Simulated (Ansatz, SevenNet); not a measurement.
For cubic perovskite SrTiO3 (cubic form, which distorts at low temperature), the machine-learned potential SevenNet-0 (trained on PBE and PBE+U data) gives:

```
Property                           Value
------------------------------  --------
equilibrium lattice constant a   3.944 Å
elastic constant C11             302 GPa
elastic constant C44            97.3 GPa
polycrystal shear modulus       99.0 GPa
```

**Question.** What does HSE06 in Ansatz (plane waves, PAW) give for the same quantities?

**Answer.** 
- lattice constant a: 3.895 Å (decreases by 1.2 %)
- elastic constant C11: 356 GPa (grows by 18 %)
- elastic constant C44: 126 GPa (rises by 29 %)
- Voigt–Reuss–Hill shear modulus: 125 GPa (increases by 26 %)

For comparison: lattice constant a 3.89 Å (measured, 0 K, cubic phase extrapolated to 0 K; as tabulated in Bilc et al. (2008), arXiv:0805.0753); elastic constant C11 318 GPa (measured, 273 K, no zero-point or thermal correction; as tabulated in Frostenson et al. (2021), arXiv:2109.07393); elastic constant C44 124 GPa (measured, 273 K, not corrected to a static lattice; as tabulated in Frostenson et al. (2021), arXiv:2109.07393).

Changes are worked out from the printed values.

Unless a cell is named, each level is at its own relaxed cell (SevenNet-0 12.27, HSE06 11.82 Å³/atom).

Caveats: the relaxation could not lower the start's symmetry, so the cell can be a saddle point above a distorted one (SevenNet-0, HSE06). Ansatz's density-functional and Hartree–Fock values are scalar-relativistic unless marked +SOC, with PAW data made under PBE.

Ansatz is an electronic-structure program.
